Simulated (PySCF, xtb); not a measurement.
BCl3, SMILES ClB(Cl)Cl.

GFN2-xTB in xtb at its own geometry gives an orbital gap of 4.50 eV and a dipole moment of 0.05 D.

Coordinates come from a TPSSh-D3(BJ)/def2-SVP optimisation. The isomer is the one that the SMILES or the coordinates give; other isomers of the formula were not compared.

**Question.** What does PySCF with M06-2X/def2-TZVPD give? (An estimate is asked for; the answer gives what the named calculation found.)

**Answer.** gap 9.54 eV (levels -10.51 and -0.98 eV), dipole 0.00 D.
